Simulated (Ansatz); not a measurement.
Results of r²SCAN in Ansatz (plane waves, PAW) for trigonal Se.

Settings: plane-wave cutoff 600 eV, 12×12×8 k mesh (along the axes of the cell as run), Fermi–Dirac smearing 0.01 eV, scalar-relativistic PAW data made under PBE.

Starting structure:

```xyz
3
Lattice="4.3700 0.0000 0.0000 -2.1850 3.7845 0.0000 0.0000 0.0000 4.9500" Properties=species:S:1:pos:R:3 pbc="T T T"
Se    -0.4916     0.8515     3.3000
Se     1.6934     2.9330     0.0000
Se     0.9833     0.0000     1.6500
```

Problem. Into what structure does the relaxation of cell and atoms lead at this level, with the symmetry of the start kept?

Solution. The volume goes up by 7.2 %; final space group P3_121.
```xyz
3
Lattice="4.5060 0.0000 0.0000 -2.2530 3.9023 0.0000 0.0000 0.0000 4.9914" Properties=species:S:1:pos:R:3 pbc="T T T"
Se    -0.4891     0.8471     3.3276
Se     1.7639     3.0552     0.0000
Se     0.9781     0.0000     1.6638
```

Note: the cell comes from a level without a dispersion term, which matters for the spacing of layers, chains or molecules.

Ansatz is an electronic-structure program.
